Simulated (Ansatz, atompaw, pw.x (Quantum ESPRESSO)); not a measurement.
pw.x on bcc Nb: one setting changed

Potential: PAW, atompaw 4.2.0.5, LDA (PW92); core [Ar] 3d10, reference 4s2 4p6 4d4.5 5s0.5 5p0; waves: 4s (bound): rc 1.80 bohr; 5s (bound): rc 2.35 bohr; 4p (bound): rc 1.65 bohr; 5p (bound, empty): rc 2.35 bohr; 4d (bound): rc 2.20 bohr; 4d channel at 1.5 Ry: rc 2.20 bohr; local part: vpsmatchnc scheme with l = 3 at -0.5 Ry, radius 2.25 bohr; core correction: smooth core density matched at 1.90 bohr; augmentation: sinc compensation charge, radius 2.05 bohr; PAW radius 2.35 bohr; waves and projectors: custom polynom vanderbiltortho.

The reference run (k-mesh 14³, cutoffs 55/550 Ry, Fermi–Dirac 0.01 Ry, mixing_beta 0.4, conv_thr 1e-9, no spin) gives -0.68 GPa at 17.208 Å³/atom, where all-electron LAPW gives -0.41 GPa. This run, with its own iteration cap, changes ecutwfc to 5, a wrong or extreme entry chosen on purpose.

```
&control
  calculation='scf', prefix='x', pseudo_dir='./', outdir='./tmp', tstress=.true., disk_io='none'
/
&system
  ibrav=0, nat=1, ntyp=1, ecutwfc=5, ecutrho=550, nbnd=14,
  occupations='smearing', smearing='fd', degauss=0.01
/
&electrons
  conv_thr=1e-09, mixing_beta=0.4, electron_maxstep=70
/
ATOMIC_SPECIES
Nb 1.0 Nb.UPF
CELL_PARAMETERS angstrom
  -1.62638541 1.62638541 1.62638541
  1.62638541 -1.62638541 1.62638541
  1.62638541 1.62638541 -1.62638541
ATOMIC_POSITIONS crystal
Nb 0.0000 0.0000 0.0000
K_POINTS automatic
14 14 14 0 0 0
```

```bash
pw.x < Nb.scf.in > Nb.scf.out
```

Task: How does the run end?

Result: It stops with "memory_report: more bands than PWs!".

```
Message from routine setup:
     using ibrav=0 with symmetry is DISCOURAGED, use correct ibrav instead
     lattice parameter (alat)  =       5.3233  a.u.
     unit-cell volume          =     116.1253 (a.u.)^3
     number of electrons       =        13.00
     number of Kohn-Sham states=           14
     kinetic-energy cutoff     =       5.0000  Ry
     charge density cutoff     =     550.0000  Ry
     scf convergence threshold =      1.0E-09
     Exchange-correlation= SLA PW NOGX NOGC
     number of k points=   104  Fermi-Dirac smearing, width (Ry)=  0.0100
     Error in routine memory_report (1):
     more bands than PWs!
```

The run took about 0.7 s on one core of a shared host (Intel(R) Xeon(R) Platinum 8488C, 192 threads, 744 GiB, load 88).
